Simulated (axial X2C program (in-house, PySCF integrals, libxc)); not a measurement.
# Potential curves of Cl₂, two-component

Computed with an axial X2C code built on PySCF integrals. Two-component (2c) means X2C with spin–orbit coupling and atomic mean-field two-electron Coulomb and Gaunt terms. Basis: Cl dyall-v2z [6s6p1d] (cores contracted in-house); Gaussian nuclei, density fitting, unrestricted open shells. Masses: Cl 34.969 u.

State: Ω = 0 (closed shell). Energies in cm⁻¹ from the fragments at the same level (Cl + Cl). Fits are polynomials in 1 − R0/R over 0.85 to 1.23 times the lowest point R0.

| R (Å) | MP2 | PBE50 | PBE0 |
| --- | --- | --- | --- |
| 1.7600 | -5940 | -8695 | -10044 |
| 1.8409 | -11194 | -13351 | -14979 |
| 1.9016 | -13446 | -15201 | -17058 |
| 1.9623 | -14624 | -16006 | -18106 |
| 2.0230 | -14988 | -16018 | -18373 |
| 2.0938 | -14657 | -15293 | -17950 |
| 2.1646 | -13752 | -14006 | -16968 |
| 2.2556 | -12052 | -11820 | -15170 |
| 2.3669 | -9536 | -8706 | -12518 |
| 2.5288 | -5643 | -3905 | -8352 |

Correlated methods: 14 electrons correlated (number of frozen shells: Cl 2 s, 1 p), 66 virtual spin orbitals or spinors in MP2.

The state is a single determinant with fixed occupations, the lowest that a limited PBE0 search found. Closed shells are restricted here (equal orbitals for both partners); the stretched side of such a curve lies too high. De is counted from the lowest determinant-based energies of the atoms at the same level, without counterpoise correction. In 2c an atomic determinant is not the ground J level, so De misses part of the atomic spin–orbit lowering. This holds for PBE50, PBE0. The functionals have no current-density term, which raises determinants with orbital currents, atoms included. MP2 and coupled cluster on one determinant become unreliable at the stretched end.

Question: What are Re, ωe and De at the MP2 level?

Answer: At MP2, 2c: Re = 2.026 Å, ωe ≈ 558 cm⁻¹, De = 1.86 eV to Cl + Cl; Be follows as 0.235 cm⁻¹.

Question: Fit the PBE50 curve near its minimum: give the equilibrium distance, the harmonic wavenumber and the well depth.

Answer: At PBE50, 2c: Re = 1.993 Å, ωe ≈ 598 cm⁻¹, De = 2.00 eV to Cl + Cl; Be follows as 0.243 cm⁻¹.

Question: Fit the PBE0 curve near its minimum: give the equilibrium distance, the harmonic wavenumber and the well depth.

Answer: At PBE0, 2c: Re = 2.017 Å, ωe ≈ 561 cm⁻¹, De = 2.28 eV to Cl + Cl; Be follows as 0.237 cm⁻¹.
